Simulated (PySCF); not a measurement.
CHO, SMILES [CH]=O (connectivity only; charge and spin as stated), charge +1, multiplicity 1.

Coordinates come from a r2SCAN-D4/def2-TZVPD optimisation. The isomer is the one that the SMILES or the coordinates give; other isomers of the formula were not compared.

Two levels are set side by side: TDDFT-PBE/def2-TZVPD (PySCF) and EOM-CCSD/aug-cc-pVDZ (PySCF). Vertical, same geometry; the bases differ. Differences are taken from unrounded values.

```json
[
 {"quantity": "lowest singlet excitation (eV)", "EOM-CCSD": "10.05", "TDDFT-PBE": "9.74", "TDDFT-PBE minus EOM-CCSD": "-0.30"},
 {"quantity": "lowest triplet excitation (TDA for PBE) (eV)", "EOM-CCSD": "7.89", "TDDFT-PBE": "7.88", "TDDFT-PBE minus EOM-CCSD": "-0.02"}
]
```

Functionals without exact exchange tend to place singlet excitations lower, as here. Differences between two approximate levels are no errors against the true value.

Rough cost on one machine, each run with all the roots and properties that it gave: EOM-CCSD against TDDFT-PBE about 3 times.
